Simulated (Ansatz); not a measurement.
```xyz
9

C    -0.5648   -0.6965   -0.3721
C    -0.2670    0.4952    0.5366
Al    1.5637    1.2248    0.3652
H    -0.4537   -0.4376   -1.4284
H    -1.5851   -1.0706   -0.2363
H     0.1146   -1.5311   -0.1801
H    -0.9758    1.3129    0.3553
H    -0.4162    0.2284    1.5911
H     2.5843    0.4744   -0.6312
```

The species carries charge 0 and has multiplicity 2.

(1) List the r2SCAN/def2-TZVPP orbital energies in eV (Ansatz 0.2.0). (Best estimate.)

Results:

(1) The calculation gave: α occupied: -1517.01, -272.85, -272.58, -110.47, -70.81, -70.67, -70.54, -19.49, -15.69, -11.08, -10.81, -9.49, -9.07, -8.58, -6.80, -4.50. α empty: -2.23, 0.44, 1.06, 2.35, 2.63, 2.75, 3.17, 3.21. β occupied: -1516.94, -272.84, -272.53, -110.41, -70.75, -70.51, -70.47, -19.42, -15.63, -11.06, -10.68, -9.33, -8.74, -8.57, -6.53. β empty: -2.28, -1.50, 0.75, 1.81, 2.70, 2.83, 3.04, 3.37. ⟨S²⟩ = 0.753.
